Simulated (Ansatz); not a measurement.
This Ansatz (an electronic-structure program) input (wB97M-V/pcseg-3) gives -139.08826 Eh with 186 basis functions. A basis named .json is the Basis Set Exchange file of that set (core-valence sets with the plain set on hydrogen).

Ansatz 0.2 input:
```yaml
crystal:
  periodic: [false, false, false]
  atoms:
    - {symbol: C, position_ang: [-0.01056978, 0.49778310, 0.42770843]}
    - {symbol: F, position_ang: [0.01210757, -0.48553006, -0.48251610]}
    - {symbol: H, position_ang: [-0.98026178, 0.69384468, 0.86184822]}
    - {symbol: H, position_ang: [0.93471233, 0.68922727, 0.91454611]}
basis:
  gaussian:
    orbitals: pcseg-3.json
hamiltonian:
  xc: {name: wB97M-V}
magnetization: {spin_polarized: true, initial_magnetization: 1}
```

Change:
```diff
- orbitals: pcseg-3.json
+ orbitals: 6-31+G_.json
```

### Question
What does the run give now?

### Answer
-139.02441 Eh (wB97M-V/6-31+G*, 42 functions), a change of +63.85 mEh.
